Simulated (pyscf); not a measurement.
Optimised with ωB97X-D3(BJ)/def2-SVP in PySCF. MP2 and CC: frozen core, UHF for open shells. ΔMP2 is the change of the MP2 total energy from the triple- to the quadruple-zeta basis.

SMILES: BO[SiH3]
```xyz
8

B     -0.1297     1.8591    -0.4627
O      0.1669     0.6260     0.0050
Si    -0.0361    -0.9084    -0.6595
H      0.1285     2.8134     0.2371
H     -0.6400     1.9865    -1.5605
H     -0.6599    -0.7960    -2.0079
H     -0.9094    -1.6919     0.2523
H      1.3021    -1.5467    -0.7586
```

Q: What is the homolytic dissociation enthalpy (298 K, CCSD(T)/def2-TZVPP + ΔMP2(QZVPP)) of the O–Si bond of H₂B–O–SiH₃, to H₂B–O• + SiH₃•?

A: O–Si to H₂B–O• + SiH₃•: 444.1 kJ/mol. The radicals are drawn with the spin at the cut bond; how far it spreads was not checked. Other isomers of H₂B–O• were not searched in full and may lie lower. The CCSD(T) − MP2 part came from Ansatz, without density fitting, on the same reference.
